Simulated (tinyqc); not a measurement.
Hueckel theory of the pi electrons, for the molecule c1conn1 (SMILES; centres numbered as the heavy atoms are written), step by step. Computed by tinyqc, a small Python program that keeps every step. Settings: charge = 0. Command: `OMP_NUM_THREADS=1 python tinyqc.py 30986 30987 out.jsonl` (the two numbers bound the seeds that draw the settings). One thread of a shared host (Intel(R) Xeon(R) Processor @ 2.60GHz), about 0.01 s of CPU time with the checks.

## The Hueckel matrix

Centres:
```
centre,"z_r, pi electrons of the neutral centre",h
1C,1,0.00000
2C,1,0.00000
3O,2,2.24000
4N,1,0.45000
5N,1,0.45000
```

Bonds:
```
i,j,k
1,2,1
2,3,0.81000
3,4,0.81000
4,5,0.91000
5,1,0.91000
```

H_rr = alpha + h_r beta, H_rs = k_rs beta for bonded centres.

Hueckel matrix in units of beta (H = alpha + beta A), lower triangle:
```
,1C,2C,3O,4N,5N
1C,0.00000
2C,1.00000,0.00000
3O,0.00000,0.81000,2.24000
4N,0.00000,0.00000,0.81000,0.45000
5N,0.91000,0.00000,0.00000,0.91000,0.45000
```

## Orbitals

pi electrons, sum of z_r less the charge = 6

Diagonalise; E = alpha + x beta with beta < 0, so the largest x are filled first; degenerate levels share their electrons. P = sum n_i c_ri c_si; each orbital has its largest coefficient positive (the first on a tie).

x values: 2.86694  1.47918  0.80925  -0.64276  -1.37261

occupations: 2.00000  2.00000  2.00000  0.00000  0.00000

coefficients:
```
,MO1,MO2,MO3,MO4,MO5
1C,0.16634,0.50072,0.49666,-0.05371,0.68706
2C,0.29722,0.10925,0.60293,0.48389,-0.54959
3O,0.84663,-0.41866,-0.01079,-0.31767,0.08310
4N,0.35808,0.28399,-0.58386,0.64669,0.17895
5N,0.19745,0.69384,-0.22089,-0.49381,-0.43239
```

charge and bond-order matrix P, lower triangle:
```
,1C,2C,3O,4N,5N
1C,1.05012
2C,0.80719,0.92760
3O,-0.14832,0.39878,1.78436
4N,-0.17644,-0.42915,0.38113,1.09953
5N,0.54111,0.00262,-0.24187,0.79343,1.13839
```

## Energy, charges, bond orders

E = sum n x; q_r = z_r - P_rr; bond order p = P_rs; free valence = sqrt(3) - sum of p over the bonds of the atom.

pi energy = 6 alpha + this times beta = 10.31073

pi charges: 1C -0.05012, 2C 0.07240, 3O 0.21564, 4N -0.09953, 5N -0.13839

Bond orders and lengths from R = 1.517 - 0.180 p (angstrom, C-C alone):
```
bond,p,R
1-2,0.80719,1.37171
2-3,0.39878,-
3-4,0.38113,-
4-5,0.79343,-
5-1,0.54111,-
```

free valence of the carbons: 1C 0.38375, 2C 0.52608

gap between the highest filled and the next level = 1.45201 |beta|
